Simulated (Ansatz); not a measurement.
**Two structures, one formula**

Two relaxed structures of CH5AlSi, closed shell (PBE0-D4/def2-TZVP; forces vanish, vibrations not checked).

A:

C1  (-1.470, 0.972, -0.733)
Si2  (-0.249, 0.375, 0.592)
Al3  (1.235, -1.349, 0.008)
H4  (-0.974, 1.491, -1.554)
H5  (-2.056, 0.145, -1.137)
H6  (0.671, 1.542, 0.855)
H7  (-2.166, 1.673, -0.263)
H8  (1.716, -2.754, 0.607)
(Å)

B:

```xyz
8
angstrom
C -1.2388 0.8056 -0.8997
Si 0.0858 0.8024 0.1986
Al 1.1343 -1.3077 0.7331
H -1.7766 1.6980 -1.2033
H -1.5985 -0.1166 -1.3452
H 0.4951 2.1236 0.7488
H 2.3598 -1.4054 1.7344
H 0.5390 -2.5998 0.0333
```

Program: Ansatz 0.2.0. Basis: def2-TZVPP. Cores are frozen in the correlated methods. B3LYP uses VWN-RPA correlation.

(1) Which structure is lower at CCSD(T), and by how much? (Judge from chemistry; the value comes from the calculation.)

(2) Do the other methods give the same order? (Judge from chemistry; the calculation decides.)

The T1 diagnostic stays at or below 0.019. The restricted Hartree–Fock reference is unstable towards an unrestricted one at one or more of these structures.

Results:

(1) Computed: B, by 3.4 kJ/mol (electronic energy, against the other); a gap this small isn't resolved in one triple-zeta basis. By their contacts, A is CH₅AlSi ([CH3][SiH][AlH]) and B is CH₅AlSi ([CH2][SiH][AlH2]).

(2) Computed: Not all: PBE-D4, PBE0-D4 give the other order.

```tsv
method	E(B) − E(A) (kJ/mol)
PBE-D4	13.1
r2SCAN-D4	-0.6
PBE0-D4	8.2
B3LYP-D4	-1.3
wB97M-V	-4.2
HF	-25.8
MP2	-12.7
CCSD	-4.7
CCSD(T)	-3.4
```

Labels in which every atom is bracketed show which atoms are joined, not bond orders.

For scale, one of the runs: CCSD(T)/def2-TZVPP, 185 basis functions, launched by `ansatz run in.yaml --threads 2 --pin off --events-out ev --progress --plain --max-ram 4352MiB`. Hardware: 2 CPU threads of an Arm Neoverse V2, shared host. Wall time 20 s; peak host memory 1.7 GiB.
